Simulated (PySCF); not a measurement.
Consider phosphine, `P` (PH3). Numbering: `[PH3:1]`

Computed at ωB97X-D3(BJ)/ma-def2-TZVP // PBE0-D3(BJ)/def2-SVP with PySCF (density fitting, grid level 2). The prefix ma- adds one diffuse s and one diffuse p function on all atoms but H. Zero-point and thermal terms (298.15 K, 1 bar) come from unscaled PBE0-D3(BJ)/def2-SVP harmonic frequencies, with soft modes damped to free rotors in the entropy.

(1) What are the vertical and the adiabatic ionisation energy for forming the radical cation?

(2) Where does the unpaired spin of the relaxed radical cation sit?

(3) What oxidation potential follows in acetonitrile (IEF-PCM), given that Fc+/Fc comes at 4.54 V absolute with this functional and basis?

(4) How far is −ε(HOMO) from the vertical value by ΔSCF?

Answers

(1) 10.65 eV vertical and 9.85 eV adiabatic, the latter with zero-point energy.

(2) P1 (phosphorus) 1.01 (intrinsic atomic orbital populations).

(3) In the gas phase ΔG of oxidation is 9.835 eV, and solvation is -4.1 kJ/mol for the parent and -306.0 kJ/mol for the product, so the absolute potential is 6.71 V, or 2.16 V against Fc+/Fc. Fc+/Fc in acetonitrile, 4.54 V, is ωB97X-D3(BJ)/ma-def2-TZVP on PBE0-D3(BJ)/def2-SVP structures with GFN2-xTB thermal terms. Benchmark calculations put it near 5.0 V in acetonitrile and DMSO, so it is about 0.5 V low, and the value against it can read up to that much too high. The solvent is electrostatics only, on gas-phase structures; the absolute scale refers to an electron at rest in vacuum.

(4) −ε(HOMO) = 10.34 eV, which is 0.32 eV below the ΔSCF value.

Differences come from unrounded values, so a last digit can differ from that of the printed terms.
